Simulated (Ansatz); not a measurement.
C₂H₆Si⁺, that is Si(vinyl)H3 with one electron fewer. Charge 1, multiplicity 2. Geometry PBE-D4/def2-TZVP, that of the neutral singlet; atoms count from 1.

```xyz
9

Si    0.072    0.574    1.158
C    -0.488   -0.454   -0.298
C     0.191   -0.536   -1.450
H    -1.423   -1.020   -0.207
H     1.130    0.004   -1.604
H    -0.158   -1.144   -2.290
H     1.369    1.238    0.821
H     0.254   -0.281    2.375
H    -0.946    1.619    1.494
```

**Question.** Estimate the Mulliken populations from the PBE0/def2-TZVP orbitals of Ansatz.

**Answer.** 
| atom | charge (e) | spin (α − β) |
| --- | --- | --- |
| Si1 | 0.16 | -0.01 |
| C2 | -0.07 | 0.37 |
| C3 | -0.04 | 0.50 |
| H4 | 0.22 | -0.01 |
| H5 | 0.23 | -0.02 |
| H6 | 0.23 | -0.02 |
| H7 | 0.06 | 0.00 |
| H8 | 0.11 | 0.09 |
| H9 | 0.11 | 0.10 |
Mulliken values depend strongly on the basis.

**Question.** Where does the spin sit?

**Answer.** Summed by element: Si -0.01, C 0.87, H 0.14, of 1 unpaired in all. Largest on single atoms: C3 0.50, C2 0.37, H9 0.10.

**Question.** And the Mayer bond orders between heavy atoms (over 0.3)?

**Answer.** Si1–C2 1.01 (1.87 Å); C2–C3 1.49 (1.34 Å).
